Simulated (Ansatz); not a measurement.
Basis-set extrapolation for `B[SiH2]F` (PBE0-D4/def2-TZVP geometry, frozen core, Ansatz 0.2.0). Multiplicity 1, RHF reference.

```json
{"": "HF", "def2-TZVPP": "-415.474952", "def2-QZVPP": "-415.490438"}
{"": "MP2 correlation", "def2-TZVPP": "-0.472172", "def2-QZVPP": "-0.512662"}
{"": "CCSD(T) correlation", "def2-TZVPP": "-0.522269", "def2-QZVPP": "not run"}
```

Energies in hartree. Use E(X) = E(∞) + A·exp(−7.88·√X) for Hartree–Fock and E(X) = E(∞) + B·X^(−2.97) for correlation, with X = 3 and 4, and add CCSD(T) minus MP2 of the smaller set to the MP2 limit.

What is the CCSD(T) energy at the basis-set limit?

HF limit: -415.490438 + (-0.015486) × 0.13774 = -415.49257. MP2 limit: -0.512662 + (-0.040490) × 0.74074 = -0.54265. Higher-order term: -0.522269 − (-0.472172) = -0.05010. Total: -416.08532 hartree, 2.40 eV below CCSD(T)/def2-TZVPP.
